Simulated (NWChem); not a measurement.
Everything below was run with NWChem. System: C₂H₇N, charge 0, spin multiplicity 1, displaced from the optimised geometry.

Job file:

```
start mol
memory heap 200 mb stack 900 mb global 1100 mb
geometry units angstroms nocenter noautoz
  C     -0.221070     0.018744    -1.231406
  N      0.562475    -0.142809     0.000000
  C     -0.221070     0.018744     1.231406
  H     -0.777689     1.005840    -1.314384
  H     -0.992762    -0.797144    -1.304189
  H      0.444795    -0.076889    -2.130393
  H      1.366830     0.511121     0.000000
  H     -0.777689     1.005840     1.314384
  H      0.444795    -0.076889     2.130393
  H     -0.992762    -0.797144     1.304189
  symmetry group Cs
end
basis spherical
  * library def2-svp
end
dft
  xc slater vwn_5
  semidirect memsize 60000000 filesize 0
  iterations 100
  convergence nodiis damp 40
end
task dft gradient
```

The output up to the point where the run's verdict is printed (cleaned and shortened):

```
             Northwest Computational Chemistry Package (NWChem) 7.3.0
             --------------------------------------------------------

                                NWChem Input Module
                                -------------------

 Scaling coordinates for geometry "geometry" by  1.889725989
 (inverse scale =  0.529177249)

 Turning off AUTOSYM since
 SYMMETRY directive was detected!

                             Geometry "geometry" -> ""
                             -------------------------

 Output coordinates in angstroms (scale by  1.889725989 to convert to a.u.)

  No.       Tag          Charge          X              Y              Z
 ---- ---------------- ---------- -------------- -------------- --------------
    1 C                    6.0000    -0.22107000     0.01874400    -1.23140600
    2 N                    7.0000     0.56247500    -0.14280900     0.00000000
    3 C                    6.0000    -0.22107000     0.01874400     1.23140600
    4 H                    1.0000    -0.77768900     1.00584000    -1.31438400
    5 H                    1.0000    -0.99276200    -0.79714400    -1.30418900
    6 H                    1.0000     0.44479500    -0.07688900    -2.13039300
    7 H                    1.0000     1.36683000     0.51112100     0.00000000
    8 H                    1.0000    -0.77768900     1.00584000     1.31438400
    9 H                    1.0000     0.44479500    -0.07688900     2.13039300
   10 H                    1.0000    -0.99276200    -0.79714400     1.30418900

 Effective nuclear repulsion energy (a.u.)      82.6401065800

            Nuclear Dipole moment (a.u.)
            ----------------------------
        X                 Y               Z
 ---------------- ---------------- ----------------
     0.0000056692    -0.0000000000     0.0000000000

      Symmetry information
      --------------------

 Group name             Cs
 Group number              2
 Group order               2
 No. of unique centers     6

      Symmetry unique atoms

     1    2    4    5    6    7


 Summary of "ao basis" -> "" (spherical)
[...]
 d= 0,ls=0.0         52   -115.1349545908 -1.82D+01  2.76D-01               4.8
 d= 0,ls=0.0         53    -96.9844888030  1.82D+01  2.76D-01               4.9
 d= 0,ls=0.0         54   -115.1349545907 -1.82D+01  2.76D-01               5.0
 d= 0,ls=0.0         55    -96.9844888012  1.82D+01  2.76D-01               5.1
 d= 0,ls=0.0         56   -115.1349545907 -1.82D+01  2.76D-01               5.1
 d= 0,ls=0.0         57    -96.9844888005  1.82D+01  2.76D-01               5.2
 d= 0,ls=0.0         58   -115.1349545907 -1.82D+01  2.76D-01               5.3
 d= 0,ls=0.0         59    -96.9844888002  1.82D+01  2.76D-01               5.4
 d= 0,ls=0.0         60   -115.1349545907 -1.82D+01  2.76D-01               5.4
 d= 0,ls=0.0         61    -96.9844888001  1.82D+01  2.76D-01               5.5
 d= 0,ls=0.0         62   -115.1349545907 -1.82D+01  2.76D-01               5.6
 d= 0,ls=0.0         63    -96.9844888001  1.82D+01  2.76D-01               5.6
 d= 0,ls=0.0         64   -115.1349545907 -1.82D+01  2.76D-01               5.7
 d= 0,ls=0.0         65    -96.9844888000  1.82D+01  2.76D-01               5.8
 d= 0,ls=0.0         66   -115.1349545907 -1.82D+01  2.76D-01               5.9
 d= 0,ls=0.0         67    -96.9844888000  1.82D+01  2.76D-01               5.9
 d= 0,ls=0.0         68   -115.1349545907 -1.82D+01  2.76D-01               6.0
 d= 0,ls=0.0         69    -96.9844888000  1.82D+01  2.76D-01               6.1
 d= 0,ls=0.0         70   -115.1349545907 -1.82D+01  2.76D-01               6.1
 d= 0,ls=0.0         71    -96.9844888000  1.82D+01  2.76D-01               6.2
 d= 0,ls=0.0         72   -115.1349545907 -1.82D+01  2.76D-01               6.3
 d= 0,ls=0.0         73    -96.9844888000  1.82D+01  2.76D-01               6.3
 d= 0,ls=0.0         74   -115.1349545907 -1.82D+01  2.76D-01               6.4
 d= 0,ls=0.0         75    -96.9844888000  1.82D+01  2.76D-01               6.5
 d= 0,ls=0.0         76   -115.1349545907 -1.82D+01  2.76D-01               6.6
 d= 0,ls=0.0         77    -96.9844888000  1.82D+01  2.76D-01               6.6
 d= 0,ls=0.0         78   -115.1349545907 -1.82D+01  2.76D-01               6.7
 d= 0,ls=0.0         79    -96.9844888000  1.82D+01  2.76D-01               6.8
 d= 0,ls=0.0         80   -115.1349545907 -1.82D+01  2.76D-01               6.8
 d= 0,ls=0.0         81    -96.9844888000  1.82D+01  2.76D-01               6.9
 d= 0,ls=0.0         82   -115.1349545907 -1.82D+01  2.76D-01               7.0
 d= 0,ls=0.0         83    -96.9844888000  1.82D+01  2.76D-01               7.1
 d= 0,ls=0.0         84   -115.1349545907 -1.82D+01  2.76D-01               7.2
 d= 0,ls=0.0         85    -96.9844888000  1.82D+01  2.76D-01               7.3
 d= 0,ls=0.0         86   -115.1349545907 -1.82D+01  2.76D-01               7.4
 d= 0,ls=0.0         87    -96.9844888000  1.82D+01  2.76D-01               7.5
 d= 0,ls=0.0         88   -115.1349545907 -1.82D+01  2.76D-01               7.6
 d= 0,ls=0.0         89    -96.9844888000  1.82D+01  2.76D-01               7.7
 d= 0,ls=0.0         90   -115.1349545907 -1.82D+01  2.76D-01               7.8
 d= 0,ls=0.0         91    -96.9844888000  1.82D+01  2.76D-01               7.9
 d= 0,ls=0.0         92   -115.1349545907 -1.82D+01  2.76D-01               8.0
 d= 0,ls=0.0         93    -96.9844888000  1.82D+01  2.76D-01               8.1
 d= 0,ls=0.0         94   -115.1349545907 -1.82D+01  2.76D-01               8.2
 d= 0,ls=0.0         95    -96.9844888000  1.82D+01  2.76D-01               8.3
 d= 0,ls=0.0         96   -115.1349545907 -1.82D+01  2.76D-01               8.4
 d= 0,ls=0.0         97    -96.9844888000  1.82D+01  2.76D-01               8.5
 d= 0,ls=0.0         98   -115.1349545907 -1.82D+01  2.76D-01               8.6
 d= 0,ls=0.0         99    -96.9844888000  1.82D+01  2.76D-01               8.7
 d= 0,ls=0.0        100   -115.1349545907 -1.82D+01  2.76D-01               8.8
```

The run did not converge; its last values are not results. The next line reads: Calculation failed to converge. NWChem stopped with the message: dft gradient failed.
